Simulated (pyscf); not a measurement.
Routes from S=SiH–Cl + hydrogen (H₂)

Candidate steps break at most two bonds and form at most two. Each was searched with GFN2-xTB (tblite) first. Optimised with ωB97X-D3(BJ)/def2-SVP in PySCF. Energies: ωB97M-D3(BJ)/def2-TZVP, kcal/mol, from the separated reactants, singlet surface; ΔG‡ with ideal gas, 1 atm, RRHO with modes under 100 cm⁻¹ raised to 100, one conformer, R ln 2 for chiral ones without a mode under 150 cm⁻¹.

| products | type | ΔE‡ | ΔE | ΔG‡ 298 K | ΔG‡ 900 K | ν‡ (cm⁻¹) |
|---|---|---|---|---|---|---|
| HS–SiH₂–Cl | addition across a multiple bond or ene-type step | 22.0 | -30.7 | 31.2 | 49.5 | 1332i |
| H₂Si=S + HCl | four-centre exchange | 35.5 | +21.1 | 44.4 | 62.3 | 1151i |

Row 2: On the product side the descent ends in a complex, 6.9 kcal/mol under the separated species and 20.2 kcal/mol under the saddle at ωB97X-D3(BJ)/def2-TZVP. 

Plain bond fissions and candidates not yet searched are not listed, and one of them may be faster. Each barrier is that of the saddle found; lower ones may exist.
